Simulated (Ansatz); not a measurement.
Geometry optimisation, UKS PBE0-D4/6-31G in Ansatz 0.2.0.

The input (input.yaml):

```yaml
crystal:
  periodic: [false, false, false]
  atoms:
    - { symbol: Li, position_ang: [-1.6853, -0.2731, -1.2067] }
    - { symbol: O, position_ang: [-0.3936, -1.0009, -0.1906] }
    - { symbol: C, position_ang: [0.3358, 0.0838, 0.244] }
    - { symbol: H, position_ang: [1.2777, -0.277, 0.884] }
    - { symbol: H, position_ang: [0.7804, 0.6256, -0.6315] }
    - { symbol: H, position_ang: [-0.273, 0.7776, 0.8546] }
magnetization:
  spin_polarized: true
basis:
  gaussian: { orbitals: "6-31G" }
hamiltonian:
  xc: pbe0
  dispersion: d4
relax:
  f_tol: 0.02
  max_steps: 40
```

Launched with:

```bash
$ ansatz run input.yaml --threads 1 --pin off --max-ram 2048MiB --backend cpu --events-out ev --progress --plain --runs-dir out
```

Task: Where does it end, and by what steps?

Result: The forces met the threshold. Limits of this set-up: no polarisation functions. After 6 steps the energy has fallen by 0.859 eV; Li1 moved furthest, 0.77 Å.

```tsv
step	energy less start (eV)	largest force component (eV/Å)	accepted
0	0.0000	2.567	yes
1	-0.3516	1.232	yes
2	-0.5513	1.131	yes
3	-0.6993	0.933	yes
4	-0.8286	0.376	yes
5	-0.8585	0.192	yes
6	-0.8594	0.016	yes
```

```xyz
6
Properties=species:S:1:pos:R:3
Li -1.863 -1.018 -1.256
O -0.656 -0.370 -0.450
C 0.402 0.202 0.256
H 1.033 -0.557 0.753
H 1.073 0.789 -0.397
H 0.054 0.889 1.048
```

Whether the end is a true minimum wasn't checked by a vibrational analysis.

The run took 25 s on 1 thread of Intel(R) Xeon(R) Platinum 8259CL CPU @ 2.50GHz (Skylake/Cascade Lake), on a shared host, peak memory 0.15 GiB.
